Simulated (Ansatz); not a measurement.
**BFHNa (SMILES F[BH][Na]): functionals against CCSD(T) at one geometry**

One table from this session's results is given with a row withheld; the runs are named, their logs left out.

Computed with Ansatz 0.2.0, Gaussian basis. Level: single points in def2-TZVPP.

Correlated methods freeze the cores. The outer core shell of Li, Na, Mg and K is correlated.

## The system as given

SMILES `F[BH][Na]`, 4 atoms, charge 0, spin multiplicity 1.

Atoms are counted from 1 here; the program's logs count them from 0.

Bond lengths: F1–B2 1.335 Å, B2–Na3 2.440 Å, B2–H4 1.248 Å. Angles: F1–B2–Na3 104.4°, F1–B2–H4 111.4°, Na3–B2–H4 143.1°.

Geometry (Å):

```xyz
4

F    -0.04880    0.91970   -0.94000
B    -0.24550    0.11260    0.10450
Na    1.88640   -1.03850    0.39180
H    -1.44610    0.09010    0.44380
```

The first run:

run/in.yaml reads:

```yaml
crystal:
  periodic: [false, false, false]
  atoms:
    - {symbol: F, position_ang: [-0.048800, 0.919700, -0.940000]}
    - {symbol: B, position_ang: [-0.245500, 0.112600, 0.104500]}
    - {symbol: Na, position_ang: [1.886400, -1.038500, 0.391800]}
    - {symbol: H, position_ang: [-1.446100, 0.090100, 0.443800]}
basis:
  gaussian: {orbitals: def2-TZVPP}
correlation: {method: ccsd_t}
output: {forces: true}
```

No record of the launch command was kept for these runs.

Steps of the session up to this table: CCSD(T)/def2-TZVPP; PBE0-D4/def2-TZVPP; wB97M-V/def2-TZVPP; r2SCAN-D4/def2-TZVPP; PBE-D4/def2-TZVPP; r2SCAN0-D4/def2-TZVPP; BHLYP-D4/def2-TZVPP.

One of the session's tables, all rows but one given; the rest of the session is left out.

| method | RMS force component (eV/Å) | angle to CCSD(T) forces (°) | dipole (D) |
| --- | --- | --- | --- |
| CCSD(T) | 0.435 | reference | 5.78 |
| PBE0-D4 | 0.306 | 16.0 | 5.38 |
| wB97M-V | 0.404 | 5.4 | 5.81 |
| r2SCAN-D4 | ? | ? | ? |
| PBE-D4 | 0.379 | 9.4 | 4.65 |
| r2SCAN0-D4 | 0.315 | 22.8 | 5.75 |
| BHLYP-D4 | 0.334 | 35.3 | 5.76 |

Estimate the missing values for r2SCAN-D4.

As computed: RMS force component (eV/Å): 0.362; angle to CCSD(T) forces (°): 9.7; dipole (D): 5.30. In the column «RMS force component (eV/Å)» it lies between BHLYP-D4 (0.334) and PBE-D4 (0.379).
